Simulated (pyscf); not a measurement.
This saddle point was located with ωB97X-D3(BJ)/def2-SVP in PySCF.

```xyz
8

Se     0.5983     0.8387     0.0874
W     -0.9293    -0.9364    -0.1582
F     -1.2123    -0.1764     1.7620
F     -2.3132     0.0068    -0.9500
F     -0.4572    -1.4080    -1.8601
F      0.1685    -2.3271     0.3812
F     -2.2877    -1.9284     0.6295
H     -0.3068     0.6286     1.4650
```
Charge 0, spin multiplicity 1.

Surface: singlet, charge 0. Lowest wavenumbers (cm⁻¹): 1143i, 65, 130, 175, 178.

### Question
Which two sides does it connect, and which bonds change?

### Answer
F–W(F)(F)(F)(F)–SeH <-> F–W(F)(F)(F)=Se + hydrogen fluoride (HF), an elimination read from left to right: H–Se, F–W broken and F–H formed. At ωB97M-D3(BJ)/def2-TZVP it lies +25.0 kcal/mol from the left side and +24.1 kcal/mol from the right (each side as separated species at their lowest minima found). One saddle was located; it need not be the lowest between these sides. Elements up to Kr have no core potential and no relativistic terms here. Elements past Kr carry the def2 core potentials, without spin-orbit coupling.
